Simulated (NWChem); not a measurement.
Molecule: diphosphorus (P₂); SMILES P#P

```xyz
2

P      0.0000     0.0000     0.9521
P      0.0000     0.0000    -0.9521
```
Atoms are numbered in this order, from 1.

Coordinates come from a B3LYP/6-31G* (spherical d) optimisation.

Task: List the 4 lowest vertical singlet excitations from B3LYP/aug-cc-pVDZ, full TDDFT (NWChem).

Result: 
```csv
state,energy (eV),oscillator strength,leading excitation (squared amplitude)
S1,3.52,0.000,HOMO−1 → LUMO+1 (0.50)
S2,3.86,0.000,HOMO−1 → LUMO (0.50)
S3,3.86,0.000,HOMO−1 → LUMO+1 (0.50)
S4,4.30,0.000,HOMO−2 → LUMO (1.00)
```
